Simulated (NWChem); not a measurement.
# formamide (CH$_{3}$NO) in NWChem

```
C
O 1 1.2099
N 1 1.3605 2 125.32
H 3 1.0118 1 121.54 2 180.00
H 3 1.0146 4 119.21 1 180.00
H 1 1.1201 2 122.86 3 180.00
```
Charge 0, spin multiplicity 1.

All runs are NWChem calculations. All single points use one geometry, from B3LYP/def2-SVP, a minimum by its harmonic frequencies. It is one conformer; others weren't searched.

No SCF solution was tested for a lower state. Open-shell Hartree-Fock references start from PBE0 orbitals.

Worked example. At MP2/def2-TZVP the molecule has a total energy of -169.60056 Ha and the free atoms (multiplicities N 4, C 3, O 3, H 2) H -0.49981, O -74.95729, N -54.49761, C -37.75859 Ha. The electronic atomisation energy is the atoms' sum less the molecule's energy.

1·(-54.49761) + 1·(-37.75859) + 1·(-74.95729) + 3·(-0.49981) = -168.71292 Ha for the atoms; less the molecule's energy this leaves 0.88764 Ha, or 557.0 kcal/mol (2330 kJ/mol), without zero-point, thermal or spin-orbit terms. For one electron MP2 and coupled cluster equal Hartree-Fock, which gives the hydrogen atom's value.
